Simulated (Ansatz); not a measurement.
Ansatz (a program for electronic structure) input (B3LYP/cc-pVDZ):

Ansatz 0.2 input:
```yaml
crystal:
  periodic: [false, false, false]
  atoms:
    - {symbol: O, position_ang: [-0.30458721, 0.19762960, 1.31889288]}
    - {symbol: C, position_ang: [-0.03243289, 0.06952811, 0.12404499]}
    - {symbol: C, position_ang: [0.06384060, 1.22182198, -0.72543176]}
    - {symbol: C, position_ang: [0.20799554, -1.29522990, -0.48804874]}
    - {symbol: H, position_ang: [0.10765842, -2.06113252, 0.27710537]}
    - {symbol: H, position_ang: [-0.10669852, 2.19920992, -0.29602167]}
    - {symbol: H, position_ang: [0.30111069, 1.13922735, -1.77801202]}
    - {symbol: H, position_ang: [1.20692602, -1.34813023, -0.92741048]}
    - {symbol: H, position_ang: [-0.50871857, -1.48693247, -1.29019125]}
basis:
  gaussian:
    orbitals: cc-pVDZ
hamiltonian:
  xc: {name: B3LYP}
magnetization: {spin_polarized: true, initial_magnetization: 1}
output: {forces: true}
```

From the last part of the output:

```
WARN ansatz: RAYON_NUM_THREADS=1 ignored (pool sized by the plan → 1); use --threads N
Functional definition: B3LYP
integrals: 0.03 GiB planned
736 factors; integrals over basis functions are off by at most 1.2e-3 eV
mean field: 0.33 GiB planned
mean field evaluation 1: about -5232.2064 eV, gradient 3.6e1 eV
mean field evaluation 2: about -5227.8925 eV, gradient 5.0e1 eV
mean field evaluation 4: about -5238.1159 eV, gradient 1.8e0 eV
mean field evaluation 8: about -5238.3170 eV, gradient 3.6e-1 eV
mean field evaluation 16: about -5238.3183 eV, gradient 3.7e-4 eV
mean field -5238.31828494 eV, -192.5046463120 hartree, gradient 2.5e-5 eV, S^2 0.765595; 2 other end points of the search recorded, 0 dependent functions left out
the calculation of the forces begins
reference -5238.31847587 eV, -192.5046533285 hartree; 16, 15 occupied and 65, 66 virtual orbitals, 736 factors
Total energy: -5238.31847587 eV, -192.5046533285 hartree
Atom 0 at    -0.304587     0.197630     1.318893 Å, force    -0.104494     0.049309     0.460870 eV/Å
Atom 1 at    -0.032433     0.069528     0.124045 Å, force     0.037797    -0.102740    -0.141223 eV/Å
Atom 2 at     0.063841     1.221822    -0.725432 Å, force     0.006981    -0.087466     0.000378 eV/Å
Atom 3 at     0.207996    -1.295230    -0.488049 Å, force    -0.024311     0.182296     0.050671 eV/Å
Atom 4 at     0.107658    -2.061133     0.277105 Å, force    -0.034918    -0.250832     0.259912 eV/Å
Atom 5 at    -0.106699     2.199210    -0.296022 Å, force    -0.066277     0.341571     0.179606 eV/Å
Atom 6 at     0.301111     1.139227    -1.778012 Å, force     0.088047    -0.023049    -0.393490 eV/Å
Atom 7 at     1.206926    -1.348130    -0.927410 Å, force     0.321826    -0.033260    -0.150761 eV/Å
Atom 8 at    -0.508719    -1.486932    -1.290191 Å, force    -0.224651    -0.075830    -0.265964 eV/Å
Dipole moment:     0.122989    -0.008706    -0.559523 e Å
```
